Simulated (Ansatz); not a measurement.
## Ansatz (development build ahead of 0.2.0) run

```yaml
crystal:
  periodic: [false, false, false]
  atoms:
    - { symbol: B, position_ang: [0.0, 0.0, 0.0] }
    - { symbol: "N", position_ang: [0.0, 0.0, 1.4091] }
basis:
  gaussian: { orbitals: def2-SVP }
magnetization:
  spin_polarized: true
  initial_magnetization: 2
hamiltonian:
  xc: hf
correlation:
  method: mp2
  frozen_orbitals: { B: 1, "N": 1 }
scf:
  omitted_lower_state_checks: [starts, atomic_configurations, cluster_reference, orbital_swaps, given_window_search, neighbouring_geometries, increment]
```

The input is written out in the form of the current development build from the run's settings.

The run gave:

- Converged: yes
- Reference energy: -78.90984 hartree
- Correlation energy: -0.17587 hartree
- Total energy: -79.08571 hartree
- Spin squared of the determinant: 2.173
- Stability test: minimum
- Occupied orbitals by symmetry in an Abelian subgroup (alpha; beta): 5 A1 1 B1 1 B2; 4 A1 1 B1

Messages of the program:
```
mean field -2147.24610737 eV, -78.9098389902 hartree, gradient 2.7e-6 eV, S^2 2.173008; 0 other ends of a descent, 0 dependent functions left out
```

The reference isn't the lowest determinant (another lies 0.02 eV lower), but the same method gives a higher total on the lower determinant. Caution: another spin multiplicity may lie lower; the unrestricted determinant is spin contaminated.
